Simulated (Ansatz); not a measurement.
This script drives Ansatz 0.2.0 through its Python package.

The script, `pa_h2s3.py`:
```python
# -*- coding: utf-8 -*-
"""Proton affinity of H2S3 at one site."""

import ansatz
from ase import Atoms
import numpy as np


def main():
    atoms = Atoms(["S", "S", "S", "H", "H"], positions=[
        [-1.519, -0.7571, 0.076],
        [-0.4091, 0.7907, 0.8263],
        [1.47, 0.0482, 0.79],
        [-1.3237, -0.4677, -1.2486],
        [1.8316, 0.3122, -0.4852],
    ])
    h2s3 = ansatz.Crystal.molecule_from_ase(atoms)

    calculation = (
        h2s3.calculation()
        .basis(gaussian="cc-pVDZ")
        .functional("r2scan")
    )
    symbols = [site.symbol for site in h2s3.cartesian_sites]
    start = np.array([site.position_ang for site in h2s3.cartesian_sites], dtype=float)
    report = calculation.relax(force_tolerance=0.01).run(threads=1).report
    end = np.array(report["positions_ang"])

    # start the new hydrogen opposite the existing bonds
    away = sum((end[0] - end[j]) / np.linalg.norm(end[0] - end[j]) for j in [1, 3]) + np.array([0.15, 0.1, -0.2])
    proton = end[0] + 1.4 * away / np.linalg.norm(away)
    acid = ansatz.Crystal.molecule()
    for symbol, place in zip(symbols, end):
        acid = acid.atom(symbol, place.tolist())
    acid = acid.atom("H", proton.tolist())
    protonated = (
        acid.calculation()
        .basis(gaussian="cc-pVDZ")
        .functional("r2scan")
        .charge(1)
        .relax(force_tolerance=0.01, max_steps=80)
    )
    after = protonated.run(threads=1).report
    xyz = np.array(after["positions_ang"])
    reach = np.linalg.norm(xyz[:-1] - xyz[-1], axis=1)
    print(f"base {report['free_energy_ev']:.5f} eV, protonated {after['free_energy_ev']:.5f} eV")
    print(f"the proton ends {reach.min():.3f} A from {symbols[reach.argmin()]}{reach.argmin()}")
    print(f"electronic proton affinity {23.060548 * (report['free_energy_ev'] - after['free_energy_ev']):.1f} kcal/mol")


if __name__ == "__main__":
    main()
```

It is started by `python pa_h2s3.py`. How long does it take on 1 thread of Arm Neoverse V1, with other jobs on the host, and how much memory does it need?

It took about 78 s, with a peak of 0.2 GiB, for 2 runs of the engine.

`python pa_h2s3.py` gives:
```text
base -32536.76713 eV, protonated -32544.62605 eV
the proton ends 1.366 A from S0
electronic proton affinity 181.2 kcal/mol
```

Total energies depend on the basis set; only differences at equal settings carry meaning. The proton is put on one chosen atom, which needn't be the most basic site, so the molecule's proton affinity can be higher; the ends are stationary points, not checked by frequencies, and zero-point and thermal terms count only where printed.
